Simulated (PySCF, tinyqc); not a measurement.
Worked calculation: RHF in the sto-6g basis, for HF, spin multiplicity 1. The lowest restricted solution is unstable here: a spin-polarised one lies 0.0249 hartree lower (PySCF). One step of it, computed by the program tinyqc.

Problem. Iteration 3: building the Fock matrix. J_ij = sum D_kl (ij|kl), K_ij = sum D_kl (ik|jl); F = H + J - 0.5 K; E = tr D H + tr D J / 2 - 0.25 tr D K + E_nn.

D after iteration 2:
```
            1F 1s      1F 2s    1F 2px    1F 2py     1F 2pz      2H 1s
1F 1s    2.108790  -0.468676  0.000000  0.000000   0.040530  -0.042472
1F 2s   -0.468676   2.027645  0.000000  0.000000  -0.193023   0.094853
1F 2px   0.000000   0.000000  2.000000  0.000000   0.000000   0.000000
1F 2py   0.000000   0.000000  0.000000  2.000000   0.000000   0.000000
1F 2pz   0.040530  -0.193023  0.000000  0.000000   1.402449   0.508118
2H 1s   -0.042472   0.094853  0.000000  0.000000   0.508118   0.449297
```

core Hamiltonian H = T + V (hartree):
```
             1F 1s       1F 2s     1F 2px     1F 2py     1F 2pz      2H 1s
1F 1s   -40.809578   -9.098530   0.000000   0.000000  -0.007083  -0.690232
1F 2s    -9.098530  -10.777891   0.000000   0.000000  -0.083657  -1.715630
1F 2px    0.000000    0.000000  -8.595312   0.000000   0.000000   0.000000
1F 2py    0.000000    0.000000   0.000000  -8.595312   0.000000   0.000000
1F 2pz   -0.007083   -0.083657   0.000000   0.000000  -8.634440  -1.266838
2H 1s    -0.690232   -1.715630   0.000000   0.000000  -1.266838  -3.911477
```

Two-electron integrals (ij|kl) in chemists' order, unique and non-zero (hartree):
```
(11|11) 5.406240   (21|11) 0.768129   (21|21) 0.138909   (22|11) 1.266271
(22|21) 0.283987   (22|22) 0.926367   (31|31) 0.029452   (32|31) 0.044681
(32|32) 0.204753   (33|11) 1.266273   (33|21) 0.283987   (33|22) 0.926366
(33|33) 0.998085   (41|41) 0.029452   (42|41) 0.044681   (42|42) 0.204753
(43|43) 0.053789   (44|11) 1.266273   (44|21) 0.283987   (44|22) 0.926366
(44|33) 0.890506   (44|44) 0.998085   (51|51) 0.029452   (52|51) 0.044681
(52|52) 0.204753   (53|53) 0.053789   (54|54) 0.053789   (55|11) 1.266273
(55|21) 0.283987   (55|22) 0.926366   (55|33) 0.890506   (55|44) 0.890506
(55|55) 0.998085   (61|11) 0.061500   (61|21) 0.010673   (61|22) 0.021387
(61|33) 0.021352   (61|44) 0.021352   (61|51) 0.000464   (61|52) 0.000913
(61|55) 0.021456   (61|61) 0.000834   (62|11) 0.175254   (62|21) 0.039988
(62|22) 0.148016   (62|33) 0.145882   (62|44) 0.145882   (62|51) 0.002905
(62|52) 0.022966   (62|55) 0.152283   (62|61) 0.003081   (62|62) 0.030995
(63|31) 0.004175   (63|32) 0.024790   (63|53) 0.004680   (63|63) 0.004261
(64|41) 0.004175   (64|42) 0.024790   (64|54) 0.004680   (64|64) 0.004261
(65|11) 0.128641   (65|21) 0.029734   (65|22) 0.117500   (65|33) 0.112846
(65|44) 0.112846   (65|51) 0.005964   (65|52) 0.041207   (65|55) 0.126806
(65|61) 0.002376   (65|62) 0.030184   (65|65) 0.033285   (66|11) 0.382188
(66|21) 0.088790   (66|22) 0.378615   (66|33) 0.368350   (66|44) 0.368350
(66|51) 0.006730   (66|52) 0.076132   (66|55) 0.399146   (66|61) 0.006859
(66|62) 0.110163   (66|65) 0.123773   (66|66) 0.774999
```

nuclear repulsion = 3.46370538 hartree

Give: Coulomb J; exchange K; Fock matrix F; total energy of this density.

Solution.

Coulomb J (hartree):
```
          1F 1s   1F 2s  1F 2px  1F 2py   1F 2pz   2H 1s
1F 1s   20.4196  3.6765  0.0000  0.0000  -0.0053  0.2842
1F 2s    3.6765  9.6029  0.0000  0.0000   0.0049  1.5065
1F 2px   0.0000  0.0000  9.6146  0.0000   0.0000  0.0000
1F 2py   0.0000  0.0000  0.0000  9.6146   0.0000  0.0000
1F 2pz  -0.0053  0.0049  0.0000  0.0000   9.5795  1.1904
2H 1s    0.2842  1.5065  0.0000  0.0000   1.1904  3.9891
```

exchange K (hartree):
```
          1F 1s    1F 2s  1F 2px  1F 2py   1F 2pz   2H 1s
1F 1s   11.1190   1.7797  0.0000  0.0000   0.0015  0.1478
1F 2s    1.7797   3.0732  0.0000  0.0000  -0.0812  0.5634
1F 2px   0.0000   0.0000  2.6256  0.0000   0.0000  0.0000
1F 2py   0.0000   0.0000  0.0000  2.6256   0.0000  0.0000
1F 2pz   0.0015  -0.0812  0.0000  0.0000   2.2014  0.4911
2H 1s    0.1478   0.5634  0.0000  0.0000   0.4911  0.6083
```

Fock matrix F (hartree):
```
           1F 1s    1F 2s   1F 2px   1F 2py   1F 2pz    2H 1s
1F 1s   -25.9495  -6.3119   0.0000   0.0000  -0.0131  -0.4799
1F 2s    -6.3119  -2.7116   0.0000   0.0000  -0.0381  -0.4909
1F 2px    0.0000   0.0000  -0.2936   0.0000   0.0000   0.0000
1F 2py    0.0000   0.0000   0.0000  -0.2936   0.0000   0.0000
1F 2pz   -0.0131  -0.0381   0.0000   0.0000  -0.1557  -0.3220
2H 1s    -0.4799  -0.4909   0.0000   0.0000  -0.3220  -0.2266
```

total energy of this density = -99.195562 hartree

This density is a damped mixture and is not idempotent.
